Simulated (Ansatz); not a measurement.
System: rock-salt MgS. Method: G0W0@PBE0 (Ansatz, a program for electronic structure, hard PAW, contour deformation).

The cell has the measured lattice parameters. Conventional cell: a = 5.2033 Å, b = 5.2033 Å, c = 5.2033 Å, α = 90.00°, β = 90.00°, γ = 90.00°.

The quasiparticle gap at Γ at a fixed k mesh 2×2×2:

```tsv
response cutoff	value (eV)
150 eV, 270 empty bands	5.616
200 eV, 416 empty bands	5.646
250 eV, 581 empty bands	5.667
300 eV, 763 empty bands	5.679
```

Taking the value to converge with the response cutoff E as E^(−3/2), extrapolate from the last two rows.

With y = y∞ + c/w and weights w = 3953 and 5196 for the last two rows, y∞ = (w2 y2 − w1 y1)/(w2 − w1) = (5196 × 5.679 − 3953 × 5.667)/1243 = 5.717 eV, which lies 0.038 beyond the last row. Successive pairs of rows give 5.702, 5.720, 5.717. The limit also hangs on the law assumed, so its last digits aren't firm.

The other settings are not extrapolated, so this is the limit in one setting alone.

At the last cutoff the smallest gap on this mesh is 4.50 eV, with an edge away from Γ.

Note: GW on a hybrid start was not checked against another program.
